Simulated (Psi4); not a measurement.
Psi4 input (wB97X-D/6-31G*):

```
memory 1500 MB

molecule {
0 2
C    -0.00304570   -0.15641480    2.06744886
C    -0.00102067   -0.05592749    0.70608771
C     0.00080695    0.03228757   -0.51321328
C     0.00285697    0.15186452   -1.95874397
H    -0.93121596   -0.20490266    2.62122401
H     0.92347531   -0.19046764    2.62504838
H    -0.00468476    1.20230164   -2.26611604
H     0.89181721   -0.31201186   -2.39299250
H    -0.87697708   -0.32577834   -2.39663976
symmetry c1
no_reorient
no_com
}

set {
  basis 6-31G*
  reference uks
  scf_type pk
  dft_radial_points 99
  dft_spherical_points 590
  e_convergence 1e-8
  d_convergence 1e-7
  maxiter 150
}

e = energy('wb97x-d')
print_out(f'\nFINAL {e:.10f} DIPOLE {variable("CURRENT DIPOLE")[0]:.6f} {variable("CURRENT DIPOLE")[1]:.6f} {variable("CURRENT DIPOLE")[2]:.6f}\n')
```

Output:

```
   => Loading Basis Set <=

    Name: 6-31G*
    Role: ORBITAL
    Keyword: BASIS
    atoms 1-4 entry C          line   111 file 6-31gs.gbs
    atoms 5-9 entry H          line    44 file 6-31gs.gbs

   => WB97X-D: Empirical Dispersion <=

    Chai and Head-Gordon Dispersion Correction
    Chai, J.-D.; Head-Gordon, M. (2010), J. Chem. Phys., 132: 6615-6620

        s6 =       1.000000

         ---------------------------------------------------------
                                   SCF
               by Justin Turney, Rob Parrish, Andy Simmonett
                          and Daniel G. A. Smith
                              UKS Reference
         ---------------------------------------------------------

  ==> Geometry <==

    Molecular point group: c1
    Full point group: C1

    Geometry (in Angstrom), charge = 0, multiplicity = 2:

       Center              X                  Y                   Z               Mass
    ------------   -----------------  -----------------  -----------------  -----------------
         C           -0.003045700000    -0.156414800000     2.067448860000    12.000000000000
         C           -0.001020670000    -0.055927490000     0.706087710000    12.000000000000
         C            0.000806950000     0.032287570000    -0.513213280000    12.000000000000
         C            0.002856970000     0.151864520000    -1.958743970000    12.000000000000
         H           -0.931215960000    -0.204902660000     2.621224010000     1.007825032230
         H            0.923475310000    -0.190467640000     2.625048380000     1.007825032230
         H           -0.004684760000     1.202301640000    -2.266116040000     1.007825032230
         H            0.891817210000    -0.312011860000    -2.392992500000     1.007825032230
         H           -0.876977080000    -0.325778340000    -2.396639760000     1.007825032230

  Running in c1 symmetry.

  Rotational constants: A =      3.45656  B =      0.12089  C =      0.11940 [cm^-1]
  Rotational constants: A = 103625.15954  B =   3624.29815  C =   3579.54547 [MHz]
  Nuclear repulsion =   94.085498053411712

  Charge       = 0
  Multiplicity = 2
  Electrons    = 29
  Nalpha       = 15
  Nbeta        = 14

  ==> Algorithm <==

  SCF Algorithm Type is PK.
  DIIS enabled.
  MOM disabled.
  Fractional occupation disabled.
  Guess Type is SAD.
  Energy threshold   = 1.00e-08
  Density threshold  = 1.00e-07
  Integral threshold = 1.00e-12

  ==> Primary Basis <==

  Basis Set: 6-31G*
    Blend: 6-31G*
    Number of shells: 34
    Number of basis functions: 70
    Number of Cartesian functions: 70
    Spherical Harmonics?: false
    Max angular momentum: 2

  ==> DFT Potential <==

   => LibXC <=

    Version 7.1.2
    S. Lehtola, C. Steigemann, M. J. T. Oliveira, and M. A. L. Marques,  SoftwareX 7, 1–5 (2018) (10.1016/j.softx.2017.11.002)

   => Composite Functional: WB97X-D <=

    wB97X-D Hyb-GGA Exchange-Correlation Functional

    J.-D. Chai and M. Head-Gordon,  Phys. Chem. Chem. Phys. 10, 6615–6620 (2008) (10.1039/B810189B)

    Deriv               =              1
    GGA                 =           TRUE
    Meta                =          FALSE

    Exchange Hybrid     =           TRUE
    MP2 Hybrid          =          FALSE

   => Exchange-Correlation Functionals <=

    1.0000   wB97X-D range-separated functional

   => Exact (HF) Exchange <=

    0.7780            HF,LR [omega = 0.2000]
    0.2220               HF

   => LibXC Density Thresholds  <==

    XC_HYB_GGA_XC_WB97X_D:  1.00E-14

   => Molecular Quadrature <=

    Radial Scheme          =       TREUTLER
    Pruning Scheme         =           NONE
    Nuclear Scheme         =       TREUTLER

    Blocking Scheme        =         OCTREE
    BS radius alpha        =              1
    Pruning alpha          =              1
    Radial Points          =             99
    Spherical Points       =            590
    Total Points           =         495282
    Total Blocks           =           3560
    Max Points             =            256
    Max Functions          =             69
    Weights Tolerance      =       1.00E-15

  ==> Integral Setup <==

  Using in-core PK algorithm.
   Calculation information:
      Number of atoms:                   9
      Number of AO shells:              34
      Number of primitives:             80
      Number of atomic orbitals:        70
      Number of basis functions:        70

      Integral cutoff                 1.00e-12
      Number of threads:                 1

  Performing in-core PK
  Using 9266565 doubles for integral storage.
  We computed 161468 shell quartets total.
  Whereas there are 177310 unique shell quartets.

  Computing range-separated integrals for PK
  We computed 161468 wK shell quartets total.
  Whereas there are 177310 wK unique shell quartets.

  ==> DiskJK: Disk-Based J/K Matrices <==

    J tasked:                  Yes
    K tasked:                  Yes
    wK tasked:                 Yes
    Omega:               2.000E-01
    Schwarz Cutoff:          1E-12


  Cached 100.0% of DFT collocation blocks in 0.811 [GiB].

  Minimum eigenvalue in the overlap matrix is 2.3699325785E-04.
  Reciprocal condition number of the overlap matrix is 3.6964673826E-05.
    Using symmetric orthogonalization.

  ==> Pre-Iterations <==

  SCF Guess: Superposition of Atomic Densities via on-the-fly atomic UHF (no occupation information).

   -------------------------
    Irrep   Nso     Nmo
   -------------------------
     A         70      70
   -------------------------
    Total      70      70
   -------------------------

  ==> Iterations <==

                        Total Energy        Delta E     RMS |[F,P]|

   @UKS iter SAD:  -154.38182258109725   -1.54382e+02   0.00000e+00
   @UKS iter   1:  -155.13296358966653   -7.51141e-01   6.73016e-03 ADIIS/DIIS
   @UKS iter   2:  -155.22278448880053   -8.98209e-02   4.03616e-03 ADIIS/DIIS
   @UKS iter   3:  -155.26341704256166   -4.06326e-02   5.72201e-04 ADIIS/DIIS
   @UKS iter   4:  -155.26425399719943   -8.36955e-04   3.91036e-04 ADIIS/DIIS
   @UKS iter   5:  -155.26479645631130   -5.42459e-04   1.16070e-04 ADIIS/DIIS
   @UKS iter   6:  -155.26490152844741   -1.05072e-04   6.03690e-05 DIIS
   @UKS iter   7:  -155.26493991492853   -3.83865e-05   2.37207e-05 DIIS
   @UKS iter   8:  -155.26494901030821   -9.09538e-06   1.16158e-05 DIIS
   @UKS iter   9:  -155.26495107927434   -2.06897e-06   6.77084e-06 DIIS
   @UKS iter  10:  -155.26495186746683   -7.88192e-07   2.43829e-06 DIIS
   @UKS iter  11:  -155.26495200163993   -1.34173e-07   6.61325e-07 DIIS
   @UKS iter  12:  -155.26495200987688   -8.23695e-09   3.07732e-07 DIIS
   @UKS iter  13:  -155.26495201214993   -2.27305e-09   9.96156e-08 DIIS
  Energy and wave function converged.

  ==> Post-Iterations <==

   Electrons on quadrature grid:
      Nalpha   =   14.9999999564 ; deviation = -4.355e-08
      Nbeta    =   13.9999999918 ; deviation = -8.165e-09
      Ntotal   =   28.9999999483 ; deviation = -5.172e-08

   @Spin Contamination Metric:   2.724820936E-02
   @S^2 Expected:                7.500000000E-01
   @S^2 Observed:                7.772482094E-01
   @S   Expected:                5.000000000E-01
   @S   Observed:                5.000000000E-01

    Orbital Energies [Eh]
    ---------------------

    Alpha Occupied:

       1A    -10.316645     2A    -10.309038     3A    -10.303358
       4A    -10.291369     5A     -0.892420     6A     -0.843019
       7A     -0.759854     8A     -0.577490     9A     -0.532647
      10A     -0.529345    11A     -0.521381    12A     -0.513050
      13A     -0.403481    14A     -0.332578    15A     -0.266333

    Alpha Virtual:

      16A      0.126912    17A      0.175103    18A      0.197261
      19A      0.217491    20A      0.258683    21A      0.277122
      22A      0.298558    23A      0.316216    24A      0.389140
      25A      0.469168    26A      0.515604    27A      0.608882
      28A      0.618561    29A      0.657011    30A      0.716960
      31A      0.732194    32A      0.746470    33A      0.806269
      34A      0.860507    35A      0.876405    36A      0.933952
      37A      0.962948    38A      0.968668    39A      0.991417
      40A      1.027142    41A      1.067822    42A      1.073002
      43A      1.222763    44A      1.253605    45A      1.425060
      46A      1.572599    47A      1.582454    48A      1.603793
      49A      1.614742    50A      1.723031    51A      1.741601
      52A      1.798306    53A      1.916544    54A      1.953538
      55A      2.043985    56A      2.138147    57A      2.166360
      58A      2.273970    59A      2.278743    60A      2.361081
      61A      2.375605    62A      2.435116    63A      2.865469
      64A      2.994036    65A      3.052768    66A      3.595256
      67A      4.166241    68A      4.252035    69A      4.576981
      70A      4.913283

    Beta Occupied:

       1A    -10.317112     2A    -10.300439     3A    -10.297436
       4A    -10.294196     5A     -0.880888     6A     -0.831418
       7A     -0.739912     8A     -0.568622     9A     -0.526097
      10A     -0.523774    11A     -0.512152    12A     -0.508789
      13A     -0.363741    14A     -0.328600

    Beta Virtual:

      15A      0.002412    16A      0.129476    17A      0.197718
      18A      0.200486    19A      0.229240    20A      0.260195
      21A      0.287937    22A      0.307126    23A      0.321232
      24A      0.393914    25A      0.473261    26A      0.518594
      27A      0.620446    28A      0.629753    29A      0.680303
      30A      0.714849    31A      0.744128    32A      0.759358
      33A      0.811439    34A      0.868902    35A      0.884158
      36A      0.935472    37A      0.966418    38A      0.976023
      39A      0.994173    40A      1.036830    41A      1.068479
      42A      1.078754    43A      1.229051    44A      1.265829
      45A      1.443694    46A      1.585107    47A      1.586967
      48A      1.608796    49A      1.627205    50A      1.726711
      51A      1.788716    52A      1.813895    53A      1.917726
      54A      1.972342    55A      2.055091    56A      2.147495
      57A      2.187743    58A      2.283856    59A      2.318407
      60A      2.369059    61A      2.384216    62A      2.440271
      63A      2.874863    64A      3.010745    65A      3.056836
      66A      3.600475    67A      4.186436    68A      4.269240
      69A      4.586733    70A      4.919514

    Final Occupation by Irrep:
              A
    DOCC [    14 ]
    SOCC [     1 ]
    NA   [    15 ]
    NB   [    14 ]

  @UKS Final Energy:  -155.26495201214993

   => Energetics <=

    Nuclear Repulsion Energy =             94.0854980534117118
    One-Electron Energy =                -393.4728045869894117
    Two-Electron Energy =                 160.1355263302272363
    DFT Exchange-Correlation Energy =     -16.0114875737907170
    Empirical Dispersion Energy =          -0.0016842350087309
    VV10 Nonlocal Energy =                  0.0000000000000000
    Total Energy =                       -155.2649520121499336

  UHF NO Occupations:
  HONO-2 :   13  A 1.9986698
  HONO-1 :   14  A 1.9890973
  HONO-0 :   15  A 1.0000000
  LUNO+0 :   16  A 0.0109027
  LUNO+1 :   17  A 0.0013302
  LUNO+2 :   18  A 0.0006780
  LUNO+3 :   19  A 0.0003097

Computation Completed

Properties will be evaluated at   0.000000,   0.000000,   0.000000 [a0]

Properties computed using the SCF density matrix

 Multipole Moments:

 ------------------------------------------------------------------------------------
     Multipole            Electronic (a.u.)      Nuclear  (a.u.)        Total (a.u.)
 ------------------------------------------------------------------------------------

 L = 1.  Multiply by 2.5417464519 to convert [e a0] to [Debye]
 Dipole X            :          0.0004521            0.0000000            0.0004522
 Dipole Y            :          0.0333946           -0.0000001            0.0333945
 Dipole Z            :         -0.3453422            0.0000000           -0.3453422
 Magnitude           :                                                    0.3469534

 ------------------------------------------------------------------------------------

FINAL -155.2649520121 DIPOLE 0.000452 0.033395 -0.345342

*** Psi4 exiting successfully. Buy a developer a beer!
```
